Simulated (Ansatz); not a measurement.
Born–Oppenheimer molecular dynamics of AlFH₃N (6 atoms, charge 0, multiplicity 1). It goes on from the last frame of an earlier run, with new velocities.

Theory: RKS PBE-D4/6-31G* (Ansatz 0.2.0).

* ensemble: NVT, Nosé–Hoover chain
* time step: 1 fs
* steps asked: 250
* set temperature: 100 K
* thermostat: time constant 50 fs, chain length 1
* seed: 827273

Frames 2 fs apart, positions in Å, forces in eV/Å.

Velocities at 200.0 fs (Å/ps):

```
Al -0.69 0.58 -0.13
H 8.78 -8.85 8.65
F -0.99 -0.54 -0.02
N 1.88 1.53 -1.22
H -1.67 -9.45 11.06
H 3.99 -8.41 1.18
```

```xyz
6
Properties=species:S:1:pos:R:3:forces:R:3 time_fs=200.0 energy_less_start_eV=-0.003 T=69
Al -0.048 0.001 -0.022 0.11 -0.23 0.33
H 0.132 -0.456 1.487 -0.13 -0.01 0.07
F 1.348 0.426 -0.822 0.12 0.12 -0.20
N -1.559 -0.056 -0.953 0.07 0.26 -0.21
H -2.517 -0.113 -0.640 -0.32 -0.22 0.50
H -1.587 0.415 -1.850 0.15 0.08 -0.50
6
Properties=species:S:1:pos:R:3:forces:R:3 time_fs=202.0 energy_less_start_eV=-0.011 T=86
Al -0.049 0.002 -0.022 0.23 -0.34 0.63
H 0.147 -0.474 1.504 -0.19 0.09 -0.21
F 1.346 0.425 -0.822 0.14 0.14 -0.21
N -1.556 -0.052 -0.955 -0.66 0.05 0.31
H -2.522 -0.136 -0.610 0.50 -0.06 0.02
H -1.577 0.400 -1.858 -0.03 0.13 -0.54
6
Properties=species:S:1:pos:R:3:forces:R:3 time_fs=204.0 energy_less_start_eV=-0.011 T=86
Al -0.050 0.003 -0.021 0.31 -0.39 0.73
H 0.154 -0.488 1.514 -0.23 0.14 -0.35
F 1.345 0.425 -0.823 0.16 0.15 -0.20
N -1.554 -0.049 -0.957 -0.66 0.22 -0.08
H -2.510 -0.161 -0.579 0.62 0.07 -0.28
H -1.568 0.390 -1.886 -0.20 -0.19 0.19
6
Properties=species:S:1:pos:R:3:forces:R:3 time_fs=206.0 energy_less_start_eV=-0.011 T=88
Al -0.050 0.003 -0.019 0.34 -0.38 0.60
H 0.153 -0.497 1.510 -0.23 0.15 -0.32
F 1.343 0.424 -0.824 0.16 0.15 -0.18
N -1.553 -0.045 -0.959 0.20 0.37 -0.50
H -2.477 -0.184 -0.558 -0.15 0.04 -0.18
H -1.567 0.373 -1.907 -0.32 -0.33 0.58
6
Properties=species:S:1:pos:R:3:forces:R:3 time_fs=208.0 energy_less_start_eV=-0.015 T=97
Al -0.050 0.002 -0.017 0.32 -0.30 0.28
H 0.144 -0.500 1.495 -0.21 0.10 -0.12
F 1.342 0.424 -0.825 0.14 0.14 -0.13
N -1.552 -0.040 -0.962 0.85 0.20 -0.08
H -2.449 -0.206 -0.543 -0.75 -0.04 -0.02
H -1.577 0.344 -1.908 -0.36 -0.09 0.08
6
Properties=species:S:1:pos:R:3:forces:R:3 time_fs=210.0 energy_less_start_eV=-0.023 T=112
Al -0.050 0.001 -0.013 0.29 -0.17 -0.14
H 0.126 -0.500 1.475 -0.16 0.01 0.17
F 1.342 0.425 -0.827 0.12 0.13 -0.08
N -1.550 -0.034 -0.966 0.34 -0.18 0.90
H -2.446 -0.229 -0.530 -0.26 0.04 -0.25
H -1.601 0.311 -1.907 -0.33 0.18 -0.61
6
Properties=species:S:1:pos:R:3:forces:R:3 time_fs=212.0 energy_less_start_eV=-0.030 T=126
Al -0.049 0.000 -0.010 0.26 -0.05 -0.50
H 0.102 -0.500 1.461 -0.12 -0.07 0.41
F 1.341 0.425 -0.829 0.10 0.11 -0.02
N -1.546 -0.029 -0.967 -0.47 -0.19 0.74
H -2.453 -0.250 -0.527 0.38 0.15 -0.45
H -1.638 0.284 -1.926 -0.16 0.05 -0.19
6
Properties=species:S:1:pos:R:3:forces:R:3 time_fs=214.0 energy_less_start_eV=-0.030 T=128
Al -0.048 -0.002 -0.008 0.24 0.00 -0.65
H 0.074 -0.502 1.463 -0.09 -0.07 0.44
F 1.341 0.426 -0.831 0.08 0.08 0.04
N -1.543 -0.024 -0.966 -0.70 0.05 -0.27
H -2.448 -0.266 -0.539 0.28 0.09 -0.22
H -1.680 0.259 -1.952 0.18 -0.15 0.64
6
Properties=species:S:1:pos:R:3:forces:R:3 time_fs=216.0 energy_less_start_eV=-0.029 T=125
Al -0.046 -0.003 -0.007 0.19 -0.04 -0.55
H 0.042 -0.506 1.481 -0.06 0.01 0.23
F 1.341 0.427 -0.833 0.07 0.06 0.10
N -1.542 -0.019 -0.966 -0.33 0.16 -0.64
H -2.433 -0.280 -0.559 -0.29 -0.12 0.27
H -1.716 0.228 -1.956 0.43 -0.07 0.58
6
Properties=species:S:1:pos:R:3:forces:R:3 time_fs=218.0 energy_less_start_eV=-0.020 T=109
Al -0.044 -0.005 -0.006 0.08 -0.12 -0.32
H 0.008 -0.510 1.508 -0.03 0.12 -0.09
F 1.341 0.428 -0.834 0.07 0.04 0.15
N -1.542 -0.014 -0.968 -0.19 -0.06 0.16
H -2.427 -0.297 -0.570 -0.35 -0.18 0.47
H -1.736 0.195 -1.939 0.42 0.21 -0.37
6
Properties=species:S:1:pos:R:3:forces:R:3 time_fs=220.0 energy_less_start_eV=-0.007 T=87
Al -0.043 -0.006 -0.006 -0.04 -0.19 -0.13
H -0.028 -0.510 1.532 0.02 0.20 -0.34
F 1.341 0.429 -0.836 0.07 0.03 0.19
N -1.543 -0.009 -0.968 -0.65 -0.38 0.89
H -2.434 -0.321 -0.564 0.25 0.04 0.22
H -1.741 0.170 -1.935 0.34 0.30 -0.82
6
Properties=species:S:1:pos:R:3:forces:R:3 time_fs=222.0 energy_less_start_eV=-0.013 T=96
Al -0.041 -0.008 -0.006 -0.16 -0.19 -0.09
H -0.062 -0.503 1.543 0.08 0.22 -0.42
F 1.342 0.430 -0.837 0.08 0.01 0.21
N -1.546 -0.004 -0.967 -0.90 -0.36 0.31
H -2.431 -0.343 -0.549 0.53 0.20 -0.07
H -1.732 0.156 -1.959 0.38 0.12 0.06
```

Of the whole run (250 fs, mean temperature of the second half 94 K): The conserved energy stayed within 0.19 meV per atom of its start (net change 0.024 meV per atom), so the integration is sound. A run of 0.25 ps of so small a system gives no equilibrium averages.

Time of the run: 3.4 min on 1 thread of Intel(R) Xeon(R) Platinum 8488C (Sapphire Rapids), on a shared host, peak memory 0.12 GiB.
